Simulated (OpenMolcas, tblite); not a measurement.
# PH2 (SMILES [PH2]): methods side by side

PH2: 3 atoms, total charge 0, spin state doublet. SMILES: `[PH2]`. The shape is that of a PBE0-D4/def2-TZVP optimisation.

```csv
atom,x (Å),y (Å),z (Å)
P,0.5257,-0.3094,0.2582
H,0.1146,1.0515,0.1767
H,-0.6404,-0.7421,-0.4350
```

Each level gives the dipole moment (D). The values are calculated.

```tsv
level	kind	program	value (D)	CPU time
GFN1-xTB	semi-empirical	tblite	0.84	under 2 s
UHF/cc-pVTZ	Hartree–Fock	OpenMolcas	0.64	3.7 s
USVWN5/cc-pVTZ	LDA	OpenMolcas	0.69	8.3 s
UBLYP/cc-pVTZ	GGA	OpenMolcas	0.54	12 s
UTPSS/cc-pVTZ	meta-GGA	OpenMolcas	0.63	22 s
UB3LYP/cc-pVTZ	global hybrid	OpenMolcas	0.57	13 s
UBHLYP/cc-pVTZ	global hybrid	OpenMolcas	0.60	14 s
```

The values span 0.54 to 0.84 D. Magnitudes only: a small dipole may point the other way at some levels. Times are those of the runs behind each value, whatever else they computed, on shared processors of several kinds: orders of magnitude only.
